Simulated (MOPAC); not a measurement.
MOPAC input (AM1):

```
AM1 1SCF GEO-OK AUX(PRECISION=9) THREADS=1
OSi

Si   -0.00000000 1   -0.00000000 1   -0.55023073 1
O     0.00000000 1    0.00000000 1    0.96290378 1
```

Output:

```
 *******************************************************************************
 **                                                                           **
 **                              MOPAC v23.2.5                                **
 **                                                                           **
 *******************************************************************************
 ** MOPAC's Digital Object Identifier: https://doi.org/10.5281/zenodo.6511958 **
 **                                                                           **
 ** Please cite the open-source release paper for use of this MOPAC version:  **
 ** J. E. Moussa and J. J. P. Stewart (2026)                                  **
 ** MOPAC: An open-source semiempirical molecular orbital program             **
 ** J. Open Source Softw., 11(119), 8025, https://doi.org/10.21105/joss.08025 **
 *******************************************************************************

                              AM1 CALCULATION RESULTS

 *******************************************************************************
 *  AM1        - The AM1 Hamiltonian to be used
 *  GEO-OK     - OVERRIDE INTERATOMIC DISTANCE AND OTHER SAFETY CHECKS
 *  1SCF       - DO 1 SCF AND THEN STOP
 *  AUX        - OUTPUT AUXILIARY INFORMATION
 *******************************************************************************
AM1 1SCF GEO-OK AUX(PRECISION=9) THREADS=1
 OSi

   ATOM   CHEMICAL          X               Y               Z
  NUMBER   SYMBOL      (ANGSTROMS)     (ANGSTROMS)     (ANGSTROMS)

     1      Si         -0.00000000  *  -0.00000000  *  -0.55023073  *
     2       O          0.00000000  *   0.00000000  *   0.96290378  *

          CARTESIAN COORDINATES

    NO.       ATOM           X           Y           Z

     1        Si         -0.0000     -0.0000     -0.5502
     2         O          0.0000      0.0000      0.9629

  O: (AM1): M.J.S. DEWAR ET AL, J. AM. CHEM. SOC. 107 3902-3909 (1985)
 Si: (AM1): M.J.S.DEWAR, C. JIE, ORGANOMETALLICS, 6, 1486-1490 (1987).

           Empirical Formula: O Si  =     2 atoms

      MOLECULAR POINT GROUP   :   C*v

      RHF CALCULATION, NO. OF DOUBLY OCCUPIED LEVELS = 5

 -------------------------------------------------------------------------------
 AM1 1SCF GEO-OK AUX(PRECISION=9) THREADS=1
 OSi

     1SCF WAS SPECIFIED, SO BFGS WAS NOT USED
     SCF FIELD WAS ACHIEVED

                              AM1 CALCULATION
                                                       MOPAC v23.2.5 Linux

          FINAL HEAT OF FORMATION =          0.41119 KCAL/MOL =       1.72042 KJ/MOL

          COSMO AREA              =         80.54 SQUARE ANGSTROMS
          COSMO VOLUME            =         66.93 CUBIC ANGSTROMS

          IONIZATION POTENTIAL    =          8.419956 EV
          HOMO LUMO ENERGIES (EV) =         -8.420 -0.052
          NO. OF FILLED LEVELS    =          5
          MOLECULAR WEIGHT        =         44.0849         POINT GROUP:  C*v

          MOLECULAR DIMENSIONS (Angstroms)

            Atom       Atom       Distance
            O     2   Si     1     1.51313
            O     2   Si     1     0.00000
           Si     1    O     2     0.00000

          SCF CALCULATIONS        =          1

   ATOM   CHEMICAL          X               Y               Z
  NUMBER   SYMBOL      (ANGSTROMS)     (ANGSTROMS)     (ANGSTROMS)

     1      Si         -0.00000000  *  -0.00000000  *  -0.55023073  *
     2       O          0.00000000  *   0.00000000  *   0.96290378  *

                             CARTESIAN COORDINATES

   1   Si       -0.000000000    -0.000000000    -0.550230730
   2    O        0.000000000     0.000000000     0.962903780

           Empirical Formula: O Si  =     2 atoms

      MOLECULAR POINT GROUP   :   C*v

                  EIGENVALUES
 -34.61796 -14.72816 -13.01627 -13.01627  -8.41996  -0.05163  -0.05163   3.14561

              NET ATOMIC CHARGES AND DIPOLE CONTRIBUTIONS

  ATOM NO.   TYPE          CHARGE      No. of ELECS.   s-Pop       p-Pop
    1         Si           0.676603        3.3234     1.58552     1.73788
    2          O          -0.676603        6.6766     1.91226     4.76435
 DIPOLE           X         Y         Z       TOTAL
 POINT-CHG.     0.000     0.000    -4.917     4.917
 HYBRID         0.000     0.000     3.421     3.421
 SUM            0.000     0.000    -1.497     1.497

          ATOMIC ORBITAL ELECTRON POPULATIONS

     Atom    s        px        py        pz
    1 Si   1.58552   0.39868   0.39868   0.94053
    2  O   1.91226   1.60132   1.60132   1.56170

 **********************
 *                    *
 * JOB ENDED NORMALLY *
 *                    *
 **********************

 == MOPAC DONE ==
```

The geometry given is a B3LYP-D3(BJ)/def2-TZVP minimum.
